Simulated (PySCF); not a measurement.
**AlO at PBE0**

Level: PBE0. Al 6-311G(d,p), O 6-311G(d,p); no relativity (PySCF 2.14).

```json
{
 "state": "quartet, unpaired electrons σ ↑, π ↑↑, a mixture of terms (⟨Lz²⟩ = 2.0), a second solution, started from another occupation",
 "bond length": "1.806 Å",
 "harmonic wavenumber": "688 cm⁻¹",
 "force constant": "2.80 mdyn/Å",
 "rotational constant Be": "0.5150 cm⁻¹",
 "anharmonicity ωexe": "6.35 cm⁻¹",
 "vibration–rotation constant αe": "0.00553 cm⁻¹",
 "energy of the minimum from ground-state Al + O": "-1.58 eV",
 "bond order (Mayer)": "0.99",
 "dipole moment (positive dipole means Al(−)O(+))": "-2.09 D"
}
```

Counting both spins, an empty level lies below a filled one in this solution, because spin and occupation are held.
